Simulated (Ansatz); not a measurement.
The input, for Ansatz 0.2.0:

```yaml
crystal:
  periodic: [false, false, false]
  atoms:
    - {symbol: B, position_ang: [0.000000, 0.000000, -0.151141]}
    - {symbol: Mg, position_ang: [0.000000, 0.000000, -2.384717]}
    - {symbol: H, position_ang: [0.000000, 0.000000, 2.535859]}
basis:
  gaussian: {orbitals: cc-pVDZ}
magnetization: {spin_polarized: false, initial_magnetization: 2}
correlation: {method: bccd_t, electrons: outside_noble_gas}
```

```sh
$ ansatz run in.yaml --threads 1 --pin off --events-out ev --progress --plain --max-ram 2393MiB
```

The program prints:

```
339 factors; integrals over basis functions are off by at most 7.5e-4 eV
mean field evaluation 1: about -6109.9757 eV, gradient 8.6e0 eV
mean field evaluation 2: about -6110.0098 eV, gradient 8.7e0 eV
mean field evaluation 4: about -6111.3354 eV, gradient 2.4e0 eV
mean field evaluation 8: about -6112.0496 eV, gradient 1.1e0 eV
mean field evaluation 16: about -6112.0735 eV, gradient 1.7e-6 eV
mean field evaluation 32: about -6109.9195 eV, gradient 1.1e1 eV
mean field evaluation 64: about -6111.6700 eV, gradient 4.1e-2 eV
mean field evaluation 96: about -6111.6647 eV, gradient 2.6e-1 eV
mean field evaluation 128: about -6111.6605 eV, gradient 4.1e-1 eV
mean field evaluation 160: about -6107.5483 eV, gradient 1.1e1 eV
...
mean field -6112.07347591 eV, -224.6145573275 hartree, gradient 2.8e-6 eV, S^2 2.000000; 13 other end points of the search recorded, 0 dependent functions left out
...
determinant -6112.07347591 eV, -224.6145573275 hartree, with singles and doubles -6115.28495892 eV, -224.7325771512 hartree
determinant -6111.67012357 eV, -224.5997344023 hartree, with singles and doubles -6114.51313891 eV, -224.7042132891 hartree
determinant -6111.15939981 eV, -224.5809656506 hartree, with singles and doubles -6115.04464788 eV, -224.7237458834 hartree
determinant -6111.05434600 eV, -224.5771049940 hartree, with singles and doubles -6115.19878271 eV, -224.7294102340 hartree
determinant -6110.42613540 eV, -224.5540186804 hartree, with singles and doubles -6113.31245480 eV, -224.6600889620 hartree
determinant -6109.22256307 eV, -224.5097882130 hartree, with singles and doubles -6113.92849627 eV, -224.6827280682 hartree
determinant -6112.07347591 eV, -224.6145573275 hartree, with singles and doubles -6115.30625133 eV, -224.7333596328 hartree
determinant -6111.15939981 eV, -224.5809656506 hartree, with singles and doubles -6115.16192060 eV, -224.7280555764 hartree
determinant -6111.05434600 eV, -224.5771049940 hartree, with singles and doubles -6115.22986807 eV, -224.7305525998 hartree
...
determinant -6111.10410264 eV, -224.5789335169 hartree, with singles and doubles -6115.26943004 eV, -224.7320064757 hartree
determinant -6111.10410264 eV, -224.5789335169 hartree, with singles and doubles -6115.27138569 eV, -224.7320783442 hartree
unrestricted determinant -6112.81220683 eV, -224.6417051882 hartree, S^2 2.8990
6 core orbitals not correlated: weight in the atoms' cores, before any rotation towards them, 1.000 or more for the frozen orbitals, at most 0.000 for the correlated occupied ones
reference -6112.07347591 eV, -224.6145573275 hartree; 4, 2 occupied and 27, 29 virtual orbitals, 339 factors
second order -2.22824808 eV of doubles, -0.06325361 eV of singles
...
cycle  11  -3.20888957 eV  change    1.3e-3 eV  update   5.0e-4
cycle  12  -3.21004344 eV  change   -1.2e-3 eV  update   3.4e-4
cycle  13  -3.21015888 eV  change   -1.2e-4 eV  update   2.1e-4
cycle  14  -3.21016642 eV  change   -7.5e-6 eV  update   1.6e-4
cycle  15  -3.21034902 eV  change   -1.8e-4 eV  update   1.3e-4
cycle  16  -3.21035943 eV  change   -1.0e-5 eV  update   9.6e-5
cycle  17  -3.21034652 eV  change    1.3e-5 eV  update   5.4e-5
cycle  18  -3.21033061 eV  change    1.6e-5 eV  update   2.5e-5
cycle  19  -3.21032058 eV  change    1.0e-5 eV  update   1.5e-5
cycle  20  -3.21031714 eV  change    3.4e-6 eV  update   7.0e-6
perturbative correction -0.19547388 eV, -0.0071835325 hartree
Total energy: -6115.47926693 eV, -224.7397178389 hartree
```

The singles that turn the determinant into the Brueckner one have T1 = 0.100.

For the same geometry and basis full CI lies 92.8 meV lower.

Ran on 1 thread of AMD EPYC 7B13, shared host: 4 s wall, 0.11 GiB peak host memory.
